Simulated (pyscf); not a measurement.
Structures and frequencies: ωB97X-D3(BJ)/def2-SVP in PySCF.

Q: Estimate the classical barrier height and the reaction energy of H₂N–Si(SiH₃)(SiH₃)–SiH₃ + hydrogen chloride (HCl) → H₂N–Si(SiH₃)(SiH₃)–SiH₂–Cl + hydrogen (H₂) at ωB97M-D3(BJ)/def2-TZVP. The step runs on the singlet surface, breaks H–Si, Cl–H and forms Cl–Si, H–H; take the separated reactants as zero.

A: ΔE‡ = 29.5 kcal/mol, ΔE = -17.2 kcal/mol. Zero-point energy shifts the barrier by +1.6 kcal/mol. It is a four-centre exchange, with an imaginary mode of 583i cm⁻¹. At the saddle there is also a short H–Si contact that neither side keeps. H₂N–Si(SiH₃)(SiH₃)–SiH₃ lies 12.7 kcal/mol over its isomer H₃Si–NH–SiH(SiH₃)–SiH₃ (electronic energy, ωB97M-D3(BJ)/def2-TZVP). This is the saddle that the search found; another between the same sides may lie lower.
